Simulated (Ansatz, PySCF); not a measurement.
N2, SMILES N#N. Atoms are numbered in the order given.

```xyz
2

N      0.0000     0.0000    -0.5447
N      0.0000     0.0000     0.5447
```

Geometry optimised at PBE0-D3(BJ)/def2-TZVPD.

Two levels are set side by side: PBE-D3(BJ)/def2-TZVPD (Ansatz, an electronic-structure program) and PBE0-D3(BJ)/def2-TZVPD (Ansatz). Each level has its own optimised geometry; the coordinates shown are those of the second. Frequencies come from the Hessian of PySCF at each geometry. Differences are taken from unrounded values.

```csv
quantity,PBE0-D3(BJ),PBE-D3(BJ),PBE-D3(BJ) minus PBE0-D3(BJ)
bond N1–N2 (Å),1.089,1.103,0.013
highest harmonic wavenumber (cm⁻¹),2485,2355,-130
mean harmonic wavenumber (cm⁻¹),2485,2355,-130
zero-point energy (kcal/mol),3.55,3.37,-0.19
```
